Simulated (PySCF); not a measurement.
silicon monoxide (OSi), SMILES O=[Si] (connectivity only; charge and spin as stated), neutral, multiplicity 1.

Geometry optimised at B3LYP-D3(BJ)/def2-TZVPD.

Calculation: TDA-ωB97X/def2-TZVPD run with PySCF.

Vertical excitations; the highest root listed may be one member of a degenerate set. Gas-phase values at a fixed geometry. State labels are in the subgroup C2v.

Question: Give excitation energies, oscillator strengths and character. (Estimate from the structure and the level; the computed values follow.)

Answer: 
| state | symmetry | energy (eV) | λ (nm) | f | main pairs |
|---|---|---|---|---|---|
| S1 | A2 | 5.60 | 221 | 0.000 | HOMO−1→LUMO 48 %, HOMO−2→LUMO+1 48 % |
| S2 | B2 | 5.71 | 217 | 0.095 | HOMO→LUMO+1 (degenerate set) |
| S3 | B1 | 5.71 | 217 | 0.095 | HOMO→LUMO (degenerate set) |
| S4 | A2 | 5.83 | 213 | 0.000 | HOMO−2→LUMO+1, HOMO−1→LUMO (degenerate set) |
| S5 | A1 | 5.83 | 213 | 0.000 | HOMO−2→LUMO, HOMO−1→LUMO+1 (degenerate set) |
| S6 | A1 | 7.79 | 159 | 0.004 | HOMO→LUMO+3 40 %, HOMO−1→LUMO+1 20 %, HOMO−2→LUMO 20 %, HOMO→LUMO+2 13 % |
| S7 | B1 | 8.64 | 143 | 0.044 | HOMO−2→LUMO+2, HOMO−2→LUMO+3, HOMO−3→LUMO (degenerate set) |
| S8 | B2 | 8.64 | 143 | 0.044 | HOMO−1→LUMO+2, HOMO−1→LUMO+3, HOMO−3→LUMO+1 (degenerate set) |
| S9 | A1 | 9.10 | 136 | 0.012 | HOMO→LUMO+2 79 %, HOMO→LUMO+3 16 % |
| S10 | A1 | 9.34 | 133 | 1.004 | HOMO→LUMO+3 36 %, HOMO−1→LUMO+1 19 %, HOMO−2→LUMO 19 % |
| T1 | B1 | 4.20 | 295 | 0 | HOMO→LUMO (degenerate set) |
| T2 | B2 | 4.20 | 295 | 0 | HOMO→LUMO+1 (degenerate set) |
| T3 | A1 | 4.82 | 257 | 0 | HOMO−2→LUMO 47 %, HOMO−1→LUMO+1 47 % |
| T4 | A1 | 5.18 | 239 | 0 | HOMO−1→LUMO+1 47 %, HOMO−2→LUMO 47 % |
Triplets are in the Tamm–Dancoff approximation.
